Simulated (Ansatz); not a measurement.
**C2H8N2 (1,1-dimethylhydrazine): MP2/6-31G(d) (spherical functions)**

Aim: the vertical ionisation energy of C2H8N2 (1,1-dimethylhydrazine) at MP2/6-31G* (spherical functions), from 2 runs. 

The calculation is run with Ansatz 0.2.0.

13 further runs of the same task are left out: 13 set aside as unsound or not needed.

**1. The structure to begin with**

C2H8N2: 12 atoms, total charge 0, spin state singlet. SMILES: `CN(C)N`. Geometry: relaxed at PBE0-D4/def2-TZVP. This is one conformer, not always the lowest.

Bond lengths: C1–N2 1.444 Å, N2–C3 1.443 Å, N2–N4 1.411 Å, C1–H5 1.092 Å, C1–H6 1.107 Å, C1–H7 1.092 Å, C3–H8 1.092 Å, C3–H9 1.089 Å, C3–H10 1.105 Å, N4–H11 1.024 Å, N4–H12 1.013 Å. Some angles: C1–N2–C3 111.9°, C1–N2–N4 112.6°, C3–N2–N4 109.0°, N2–C1–H5 110.0°, N2–C1–H6 112.3°, N2–C1–H7 109.8°, N2–C3–H8 109.5°, N2–C3–H9 109.1°, N2–C3–H10 112.6°, N2–N4–H11 110.5°.

**2. The energy at MP2/6-31G(d) (spherical functions)**

input.yaml

```yaml
basis:
  gaussian:
    orbitals: 6-31G_st_-spherical.json
crystal:
  periodic: [false, false, false]
  atoms:
    - symbol: C
      position_ang: [-0.952780, -0.799160, -0.047750]
    - symbol: "N"
      position_ang: [-0.054320, 0.204910, 0.471800]
    - symbol: C
      position_ang: [1.328950, -0.161040, 0.285210]
    - symbol: N
      position_ang: [-0.273210, 1.476640, -0.098810]
    - symbol: H
      position_ang: [-0.758940, -1.759430, 0.435710]
    - symbol: H
      position_ang: [-0.844930, -0.935230, -1.140790]
    - symbol: H
      position_ang: [-1.986150, -0.514420, 0.161870]
    - symbol: H
      position_ang: [1.527520, -1.105400, 0.796580]
    - symbol: H
      position_ang: [1.963760, 0.615630, 0.709740]
    - symbol: H
      position_ang: [1.595880, -0.285320, -0.780290]
    - symbol: H
      position_ang: [-0.434210, 1.395340, -1.106410]
    - symbol: H
      position_ang: [-1.111540, 1.867480, 0.313130]
accuracy: high
magnetization:
  spin_polarized: false
correlation:
  method: mp2
  frozen_orbitals: {C: 1, H: 0, "N": 1}
```

The basis set 6-31G* is read from a file made from the Basis Set Exchange's data (not shown).

Launch:

```console
$ ansatz run input.yaml --threads 1 --pin off --max-ram 2610MiB --events-out events.jsonl --progress --plain --runs-dir runs
```

Standard output:

```text
Warning: RAYON_NUM_THREADS=1 ignored (pool sized by the plan → 1); use --threads N
Functional definition: HF
  name "HF"
  exchange = exact_x
  correlation = 0
1855 factors; integrals over basis functions are off by at most 3.3e-9 eV
mean field evaluation 1: about -5147.0700 eV, gradient 2.8e1 eV
mean field evaluation 2: about -5147.0705 eV, gradient 2.8e1 eV
mean field evaluation 4: about -5149.1986 eV, gradient 3.3e0 eV
mean field evaluation 8: about -5149.2293 eV, gradient 1.9e-4 eV
mean field -5149.22927249 eV, -189.2306854910 hartree, gradient 1.9e-8 eV, S^2 0.000000; 0 other end points of the search recorded, 0 dependent functions left out
4 core orbitals not correlated: weight in the atoms' cores, before any rotation towards them, 1.000 or more for the frozen orbitals, at most 0.000 for the correlated occupied ones
reference -5149.22927249 eV, -189.2306854910 hartree; 13, 13 occupied and 55, 55 virtual orbitals, 1855 factors
second order -15.92594431 eV of doubles, -0.00000000 eV of singles
Total energy: -5165.15521680 eV, -189.8159531494 hartree
```

Run time: 2.2 s. Hardware: 1 thread of Arm Neoverse V1, shared host; peak memory 0.18 GiB.

**3. The doublet cation, same level**

Changes to input.yaml since step 2:

```diff
@@ -1,4 +1 @@
-basis:
-  gaussian:
-    orbitals: 6-31G_st_-spherical.json
 crystal:
@@ -12,3 +9,3 @@
       position_ang: [1.328950, -0.161040, 0.285210]
-    - symbol: N
+    - symbol: "N"
       position_ang: [-0.273210, 1.476640, -0.098810]
@@ -30,7 +27,7 @@
       position_ang: [-1.111540, 1.867480, 0.313130]
+basis:
+  gaussian: {orbitals: 6-31G_st_-spherical.json}
+total_charge: 1
+magnetization: {spin_polarized: true, initial_magnetization: 1}
+correlation: {method: mp2, frozen_orbitals: {C: 1, H: 0, "N": 1}}
 accuracy: high
-magnetization:
-  spin_polarized: false
-correlation:
-  method: mp2
-  frozen_orbitals: {C: 1, H: 0, "N": 1}
```

The basis set 6-31G* is read from a file made from the Basis Set Exchange's data (not shown).

Launch:

```console
$ ansatz run input.yaml --threads 1 --pin off --max-ram 2610MiB --events-out events.jsonl --progress --plain --runs-dir runs
```

Standard output:

```text
Warning: RAYON_NUM_THREADS=1 ignored (pool sized by the plan → 1); use --threads N
Functional definition: HF
  name "HF"
  exchange = exact_x
  correlation = 0
1855 factors; integrals over basis functions are off by at most 3.3e-9 eV
mean field evaluation 1: about -5137.7298 eV, gradient 2.6e1 eV
mean field evaluation 2: about -5137.7296 eV, gradient 2.6e1 eV
mean field evaluation 4: about -5141.5258 eV, gradient 3.3e0 eV
mean field evaluation 8: about -5141.6982 eV, gradient 1.5e-1 eV
mean field evaluation 16: about -5140.7598 eV, gradient 6.9e-1 eV
mean field -5141.69851419 eV, -188.9539352282 hartree, gradient 9.0e-8 eV, S^2 0.763909; 2 other end points of the search recorded, 0 dependent functions left out
4 core orbitals not correlated: weight in the atoms' cores, before any rotation towards them, 1.000 or more for the frozen orbitals, at most 0.000 for the correlated occupied ones
reference -5141.69851419 eV, -188.9539352282 hartree; 13, 12 occupied and 55, 56 virtual orbitals, 1855 factors
second order -14.94472185 eV of doubles, -0.00000000 eV of singles
Total energy: -5156.64323604 eV, -189.5031436263 hartree
```

It took 3.9 s on 1 thread of Arm Neoverse V1, shared host; peak memory 0.22 GiB.

**4. What came out**

Level: MP2/6-31G* (spherical functions), 4 core orbitals frozen.

```
                                                   quantity          value
                               singlet C2H8N2: total energy  -189.81595 Eh
singlet C2H8N2: correlation energy (4 core orbitals frozen)     -585.3 mEh
                               doublet cation: total energy  -189.50314 Eh
doublet cation: correlation energy (4 core orbitals frozen)     -549.2 mEh
          doublet cation: ⟨S²⟩ of the reference determinant          0.764
         vertical ionisation energy (to the doublet cation)       8.512 eV
```

In words: The vertical ionisation energy comes to 8.51 eV (821 kJ/mol).
